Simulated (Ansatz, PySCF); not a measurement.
Gas-phase enthalpy of formation at 298 K, by the atomisation route, of C=O (CH2O) (SMILES; CH2O, formaldehyde). Structures are relaxed separately at B3LYP-D3(BJ)/def2-TZVP in Ansatz (a first-principles code). Valence correlation only, unless marked. UHF or UKS for open shells. Spin-orbit coupling is left out. No relativistic terms. Basis-set limits of correlation are two-point, X^-3; Hartree-Fock from the larger set. Thermal terms are rigid-rotor harmonic-oscillator values from B3LYP-D3(BJ) frequencies (PySCF) at 298.15 K and 1 atm. 1 Eh = 627.5095 kcal/mol.

```
species     count  E, CCSD(T)/CBS(def2-TZVPPD,def2-QZVPPD) (Ansatz) (Eh)  E, PBE/def2-TZVPD (Ansatz) (Eh)  measured ΔHf at 0 K (kcal/mol)  H(298) - H(0) of the element (kcal/mol)
----------  -----  -----------------------------------------------------  -------------------------------  ------------------------------  ---------------------------------------
C=O (CH2O)      1                                             -114.38829                       -114.42020                               -                                        -
C atom          1                                              -37.78954                        -37.79605                          169.98                                     0.25
H atom          2                                               -0.49998                         -0.49962                           51.63                                     1.01
O atom          1                                              -75.00412                        -75.01069                           58.99                                     1.04
```

Molecule: zero-point energy 16.64, H(298) - H(0) 2.39 kcal/mol. The route leaves out scalar relativity and anharmonic zero-point terms, the atoms' spin-orbit terms, and in the frozen-core level the core correlation. Atomic data: G2/97 table in ASE.

Task: Work out De, D0 and ΔHf at 0 and 298 K at both levels, and their errors against the measured value.

Result: 
The atoms' values sum to 332.23 (0 K) and 3.31 (thermal), in kcal/mol.
- CCSD(T)/CBS(def2-TZVPPD,def2-QZVPPD): De = 373.16; D0 = 373.16 - 16.64 = 356.52; ΔHf(0 K) = 332.23 - 356.52 = -24.29; ΔHf(298 K) = -24.29 + 2.39 - 3.31 = -25.21; error +0.9.
- PBE/def2-TZVPD: De = 385.43; D0 = 385.43 - 16.64 = 368.79; ΔHf(0 K) = 332.23 - 368.79 = -36.56; ΔHf(298 K) = -36.56 + 2.39 - 3.31 = -37.48; error -11.4.
Measured: -26.1 kcal/mol (Active Thermochemical Tables 1.112 (ions: stationary electron), as tabulated in the package chemicals).
